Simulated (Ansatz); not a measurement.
[H···H···Br], doublet: transfer scan

Starting geometry:

```xyz
3

H     0.0000    0.0000   -1.2080
H     0.0000    0.0000   -0.4630
Br    0.0000    0.0000    1.6710
```

From there H2 is moved from one fragment to the other while all else, the fragments' distance too, stays fixed, so the hump isn't the reaction's barrier; atoms are numbered as listed. Energies are in kcal/mol, counted from the starting geometry at the same level. Kohn–Sham curves are unrestricted where that lies lower.

Basis cc-pVTZ; Ansatz 0.2.0. Correlated methods freeze the noble-gas cores and the filled d shells of p-block atoms. Prefix R: restricted or restricted open-shell reference; prefix U: unrestricted. No spin–orbit coupling is included, and no scalar relativity.

Full CI isn't at hand for all of this; UCCSDT(Q) serves as the reference, and is uncertain by about the last step of the cluster series.

```
distance H1-H2 (Å)  RPA-PBE
             0.693      0.7
             0.745      0.0
             0.831      3.0
             0.918      8.6
             1.004     14.7
             1.090     19.4
             1.176     21.7
             1.263     21.5
             1.349     20.0
```

Task: Estimate the UCCSDT(Q) curve in cc-pVTZ from this one, knowing how RPA-PBE errs.

Result: The computed UCCSDT(Q) values, in kcal/mol from the starting point, and the error of RPA-PBE against them:
| distance H1-H2 (Å) | UCCSDT(Q) | RPA-PBE less UCCSDT(Q) |
| --- | --- | --- |
| 0.693 | 0.9 | -0.2 |
| 0.745 | 0.0 | 0.0 |
| 0.831 | 2.7 | 0.2 |
| 0.918 | 8.3 | 0.4 |
| 1.004 | 14.1 | 0.6 |
| 1.090 | 18.4 | 1.0 |
| 1.176 | 20.0 | 1.7 |
| 1.263 | 19.1 | 2.4 |
| 1.349 | 17.1 | 2.9 |

The error spans 3.1 kcal/mol and is largest, 2.9 kcal/mol, at 1.349 Å.
